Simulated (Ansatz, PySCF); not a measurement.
Ligands exchanged one at a time, Si NH2-H. All species are isolated molecules in the gas phase. One relaxed conformer stands for each flexible species; it need not be the lowest. Strings in code marks are SMILES.

Quantity: vertical ionisation energy (energy after one electron is removed minus that of the parent at the parent's geometry), in eV.

Level 1: frozen-core CCSD(T)/cc-pVTZ // r2SCAN-D4/def2-TZVP (Ansatz, an electronic-structure program)
Level 2: PBE-D3(BJ)/def2-TZVP // r2SCAN-D4/def2-TZVP (PySCF)
Level 3: B3LYP/6-31G* // r2SCAN-D4/def2-TZVP (PySCF)
Level 4: minus the HOMO energy of HF/STO-3G // r2SCAN-D4/def2-TZVP (PySCF)

```csv
species,level 2,level 3,level 4
`[SiH4]`,12.14,12.49,11.45
`N[SiH3]`,9.65,9.69,8.16
```

Task: What does level 1 give for each?

Result: 
- `[SiH4]`: 12.78
- `N[SiH3]`: 9.99
